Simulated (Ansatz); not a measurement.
# Relaxing Zn₃Br₂

The calculation used DFT PBE, scalar-relativistic, plane waves, PAW (Ansatz). Cutoff 420 eV, Γ-centred k mesh, Gaussian smearing, no spin polarisation in the final step.

The start puts Zn₃Br₂ on the anti-A-type sesquioxide structure type (P-3m1, No. 164), with Br in place of La, Zn in place of O, at a guessed volume.

```yaml
crystal:
  lattice:
    - [4.19221, 0.00000, 0.00000]
    - [-2.09611, 3.63056, 0.00000]
    - [0.00000, 0.00000, 6.52240]
  atoms:
    - { symbol: Zn, position: [0.00000, 0.00000, 0.00000] }
    - { symbol: Zn, position: [0.33333, 0.66667, 0.64500] }
    - { symbol: Zn, position: [0.66667, 0.33333, 0.35500] }
    - { symbol: Br, position: [0.33333, 0.66667, 0.24500] }
    - { symbol: Br, position: [0.66667, 0.33333, 0.75500] }
```

Cell and atoms relax at zero pressure; the relaxation can't lower the symmetry of the start. After a coarse first stage the cell is made exact in the group found at 0.06 Å.

The zero of energy is the elements' standard structures at the same level; no fitted shifts are applied.

(1) Describe the relaxed structure.

(2) What are its volume, energy, density and gap?

## Answers

(1) It keeps P-3m1 (No. 164), but not the shape of the type it started on. Conventional cell: a = 3.612 Å, c = 11.256 Å. Around Zn on Wyckoff site a (1 atom of the primitive cell) lie 6 Zn at 2.79 Å; around Zn on Wyckoff site d (2 atoms of the primitive cell) lie 3 Br at 2.61 Å and 3 Zn at 2.79 Å; Br is coordinated by 3 Zn at 2.61 Å.

```
Zn Br
1.0
     3.61228    0.00000    0.00000
    -1.80614    3.12833    0.00000
     0.00000    0.00000   11.25607
Zn Br
3 2
Cartesian
  0.0000 0.0000 0.0000
  0.0000 2.0856 9.4021
  1.8061 1.0428 1.8540
  0.0000 2.0856 3.4250
  1.8061 1.0428 7.8310
```

(2) The volume per atom is 25.4 Å³ and the density is 4.6 g/cm³. The energy over the elements is -0.29 eV/atom and the gap on the 12×12×4 mesh is 0 eV (a metal).

The final run used a 12×12×4 mesh on its 5-atom cell and 0.10 eV smearing. For metals, differences of a few meV/atom aren't resolved. No dispersion correction is applied, so the spacing between layers, chains or molecules is poorly fixed, and with it the volume and density. A structure relaxed within its symmetry needn't be a true minimum.

Cost: 3 runs of about 9.8 core-minutes in all, on Intel Xeon Platinum 8259CL (Skylake/Cascade Lake) (shared hosts).